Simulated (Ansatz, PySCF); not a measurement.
Species: C$_{4}$H$_{3}$S (charge 0, doublet). It need not be the lowest isomer of its formula. SMILES: s1[c]ccc1
Geometry: optimised at B3LYP-D3(BJ)/def2-TZVP (Ansatz, a first-principles code).

Wanted: atomisation energy (electronic, to ground-state atoms), in kcal/mol. Cores are frozen in the correlated levels unless marked. UHF or UKS for open shells. Spin-orbit coupling is left out. Non-relativistic. The coupled-cluster limit lacks core correlation, which all-electron functionals hold. CBS(X,Y): correlation extrapolated as X^-3; Hartree-Fock from the larger set. The bracket is a focal-point correction in the basis named.

The UHF reference is spin-contaminated (<S^2> 0.38 over the pure value in the largest basis). 

| level | program | atomisation energy (kcal/mol) |
|---|---|---|
| HF-D3(BJ)/def2-TZVPD | PySCF + dftd3 | 643.6 |
| HF-D4/def2-TZVPD | PySCF + dftd4 | 618.8 |
| BLYP/def2-TZVPD | Ansatz | 831.5 |
| r2SCAN/def2-TZVPD | Ansatz | 851.2 |
| r2SCAN-D3(BJ)/def2-TZVPD | Ansatz + dftd3 | 852.5 |
| B3LYP-D3(BJ)/def2-TZVPD | Ansatz + dftd3 | 839.6 |
| B3LYP-D4/def2-TZVPD | Ansatz + dftd4 | 838.9 |
| PBE0/6-31G* | Ansatz | 848.8 |
| PBE0-D4/def2-TZVPD | Ansatz + dftd4 | 858.8 |
| PBE0/def2-TZVP | Ansatz | [?] |
| r2SCAN0-D4/def2-TZVPD | Ansatz + dftd4 | 834.9 |
| LC-wPBE-D3(BJ)/def2-TZVPD | Ansatz + dftd3 | 846.6 |
| SCS-MP2/cc-pV(D+d)Z | Ansatz | 763.0 |
| CCSD/6-31G* | Ansatz | 753.9 |
| CCSD/cc-pV(T+d)Z | Ansatz | [?] |
| RI-MP2/CBS(cc-pV(T+d)Z,cc-pV(Q+d)Z)+[CCSD(T)-MP2]/cc-pV(T+d)Z | Ansatz | 834.7 |

What belongs in the gaps?


- PBE0/def2-TZVP, atomisation energy (kcal/mol): 854.5
- CCSD/cc-pV(T+d)Z, atomisation energy (kcal/mol): 789.9
